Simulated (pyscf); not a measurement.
F–Sn(F)(F)–F + H₂ -> HF + F–SnH(F)–F (four-centre exchange; singlet surface; F–Sn, H–H broken, F–H, H–Sn formed). PySCF, gas phase, ωB97X-D3(BJ)/def2-SVP geometries. Energies in kJ/mol from the separated reactants.

```tsv
level	barrier	reaction energy
PBE/def2-TZVP	104.8	+9.1
r²SCAN/def2-TZVP	(withheld)	+14.2
B3LYP-D3(BJ)/def2-TZVP	124.1	+5.8
M06-2X/def2-TZVP	133.5	+14.0
ωB97M-D3(BJ)/def2-TZVP	(withheld)	(withheld)
HF/def2-TZVP	184.7	-5.9
```

What belongs in the gaps?


- r²SCAN/def2-TZVP, barrier: 111.0
- ωB97M-D3(BJ)/def2-TZVP, barrier: 126.0
- ωB97M-D3(BJ)/def2-TZVP, reaction energy: +1.6

The functionals in the table span 28.7 kJ/mol in this barrier, from PBE to M06-2X. On the product side the descent ends in a bound adduct (not fully relaxed), 34.2 kJ/mol under the separated species and 153.3 kJ/mol under the saddle at ωB97X-D3(BJ)/def2-TZVP. This is the saddle that the search found; another between the same sides may lie lower. Elements past Kr carry the def2 core potentials, without spin-orbit coupling.
